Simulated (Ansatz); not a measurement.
A made-up structure of CH₂BF, closed shell:

B1  (-0.886, -0.229, -0.345)
C2  (0.528, 0.140, 0.205)
F3  (1.554, -0.791, 0.797)
H4  (-2.090, -0.425, -0.834)
H5  (0.894, 1.305, 0.176)
(Å)

It is relaxed with PBE-D4/def2-SVP and then PBE0-D4/def2-TZVP (Ansatz 0.2.0). Atoms count as bonded within 1.22 times the sum of their covalent radii (H–H: 0.88 Å). The end point is not checked to be a true minimum.

(1) Does its bonding change? (Judge from chemistry; the calculation decides.)

Results:

(1) Computed: No: no bond forms or breaks.

Where it ends: The first stage lowers the energy by 1.11 eV in 9 steps. It ends as CH₂BF ([BH][CH][F]):
| atom | x (Å) | y (Å) | z (Å) |
| --- | --- | --- | --- |
| B1 | -0.7909 | -0.2049 | -0.3083 |
| C2 | 0.4712 | 0.1255 | 0.1831 |
| F3 | 1.3875 | -0.7061 | 0.7119 |
| H4 | -1.8660 | -0.3797 | -0.7440 |
| H5 | 0.7982 | 1.1653 | 0.1573 |

Labels in which every atom is bracketed show which atoms are joined, not bond orders.

For scale, one of the runs: PBE0-D4/def2-TZVP relaxation, 105 basis functions, launched by `ansatz run in.yaml --threads 2 --pin off --events-out ev --progress --plain --max-ram 4352MiB`. The run took about 9.5 s on 2 CPU threads of an Arm Neoverse V1 (shared host).
